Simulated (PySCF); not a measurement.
Species: C4H6NO (doublet state).
SMILES with atom numbers: `[CH3:1][C:2]1[CH:3]=[N:4][O:5][CH2:6]1` (hydrogens: H7, H8, H9 on C1; H10 on C3; H11, H12 on C6)

Geometry (GFN2-xTB, Å), atoms numbered from 1 in this order:
```xyz
12
C4H6NO angstrom
C      1.4062    0.4731    0.5431
C      0.0548    0.1720    0.0279
C     -0.9813    1.0138   -0.3083
N     -2.0538    0.3716   -0.7402
O     -1.7918   -0.9666   -0.7174
C     -0.4731   -1.1996   -0.2433
H      2.1711    0.0894   -0.1347
H      1.5629   -0.0024    1.5131
H      1.5390    1.5461    0.6517
H     -1.0038    2.0850   -0.2570
H      0.0929   -1.7454   -1.0128
H     -0.5219   -1.8376    0.6518
```

The calculation used UKS B3LYP, pcH-1 on C H N O, non-relativistic, mean-field spin-orbit, GIAO in PySCF. Isolated species at its GFN2-xTB geometry, gas phase. Couplings are sensitive to structure, and on GFN2-xTB geometries they can be far from those on DFT ones. Stability of the SCF solution: not tested. ⟨S²⟩ is 0.774 where a pure state has 0.75.

The largest Mulliken spin populations are on C2 (+0.55), N4 (+0.49), C3 (-0.22) and O5 (+0.12). The positive populations add up to 1.33 and the negative ones to -0.33, together 2S = 1. The angles at C2 add up to 360.0°, so it is planar.

McConnell's relation a(H) = Q·ρ ties the coupling of a proton on a planar π carbon to the spin population of that carbon. What Q do the computed values give?

| H | C | ρ(C) | a(H) (G) | a/ρ (G) |
| --- | --- | --- | --- | --- |
| H10 | C3 | -0.219 | +3.04 | -13.9 |

One proton gives one ratio, Q = -13.9 G, and no test of linearity. In McConnell's picture π spin on carbon polarises the C–H bond and leaves opposite spin at the proton, which makes Q negative, as found here. Where ρ is negative the coupling is positive.

List the C–H protons on four-coordinate carbons next to a three-coordinate spin centre, with their couplings and θ (C–H bond against the normal to the plane of the centre's neighbours, projected along the bond that joins the two).

```
β H  on  centre  θ (°)  cos²θ   a (G)
 H7  C1      C2     31   0.74  +21.62
 H8  C1      C2     31   0.74  +21.61
 H9  C1      C2     90   0.00   +0.65
H11  C6      C2     28   0.78  +43.99
H12  C6      C2     28   0.78  +43.98
```

Fitting the Heller–McConnell form a = ρ(B0 + B2 cos²θ), with Mulliken ρ = 0.55, gives B0 = -0.6 G and B2 = 79.8 G, with a largest miss of 10.7 G.

What would the freely rotating methyl group on C1 show?

Three equal couplings, a 1:3:3:1 quartet. The mean of the three values of this geometry estimates the splitting: 14.6 G, or 41.0 MHz (three bonds 120° apart have a mean cos²θ of 1/2 at any torsion).

Couplings in gauss use g_iso = 2.0040.
